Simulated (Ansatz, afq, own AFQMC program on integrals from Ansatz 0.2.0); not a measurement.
## Atomization energy of CH₄OSi, singlet, worked out

```yaml
atoms:
  - { symbol: C, position_ang: [-0.6241, 0.4711, -0.2789] }
  - { symbol: Si, position_ang: [1.2121, 0.1475, -0.7294] }
  - { symbol: O, position_ang: [1.5901, -0.9994, 0.4301] }
  - { symbol: H, position_ang: [-1.2128, -0.4619, -0.3601] }
  - { symbol: H, position_ang: [-1.0965, 1.2241, -0.9292] }
  - { symbol: H, position_ang: [-0.7141, 0.8222, 0.7661] }
  - { symbol: H, position_ang: [0.9067, -1.2716, 1.0557] }
```

Basis def2-TZVP. Only valence electrons are correlated. Ansatz 0.2.0 and our own AFQMC program on the same integrals; the CISD trial comes from CCSD amplitudes, and released means the phaseless constraint is let go. ± is one standard error of the sampling.

Total energies in eV. CBS is CCSD(T) at the limit of def2-TZVPP/QZVPP (extrapolated itself); the highest rung of each member is named.

Cautions: CH₄OSi (singlet): restricted determinant unstable towards unrestricted (UHF 18 meV lower, ⟨S²⟩ 0.17), the released value is read at 0.99 1/Eh, later times being too noisy (meV from the phaseless value at times in 1/Eh: -3 ± 6 at 0.24, -19 ± 9 at 0.51, -5 ± 9 at 0.99, -25 ± 16 at 1.50).

```csv
member,count,CCSD(T)/def2-TZVP,highest rung in def2-TZVP,which,CCSD(T)/CBS
C (triplet),+1,-1028.0742,-1028.0883,FCI,-1028.3149
Si (triplet),+1,-7862.0972,-7862.1201,FCI,-7862.5000
O (triplet),+1,-2040.2212,-2040.2314,FCI,-2040.9924
H (doublet),+4,-13.6005,-13.6005,FCI,-13.6059
"CH₄OSi, singlet",-1,-11010.2153,-11010.2707 ± 0.0091,released AFQMC,-11012.7359
```

Question: Work out the best estimate of the atomization energy: the CCSD(T)/CBS difference plus the step from CCSD(T) to the highest rung.

Answer: Sums with the counts: CCSD(T)/CBS 26.5050 eV, highest rung 25.4289 eV, CCSD(T)/def2-TZVP 25.4207 eV. The step is 25.4289 − 25.4207 = 0.0082 eV, so the best estimate is 26.5050 + (0.0082) = 26.5132 eV = 2558.1 kJ/mol, with sampling noise 0.009 eV. The step is under twice that noise, so its sign is open. The basis set is worth 1.084 eV of it. Zero-point, core-correlation and spin–orbit terms aren't in it. Past Ne the Hartree–Fock part of each CBS total tends to overshoot, since the cores don't follow the formula; that largely cancels in the difference.

Best estimates are given only where the step beyond CCSD(T) is under 0.3 eV and no member's determinant is very poor (T1 over 0.05, or 0.07 for open shells, ⟨S²⟩ too high by 0.3, two states mixed), so the hardest cases are missing from such tables.

Each member of a difference takes its own highest rung, so a best estimate needn't equal the limit plus the step of one row. Released energies are given only where the last usable release times agree within the noise; a slower fall can still hide under it.
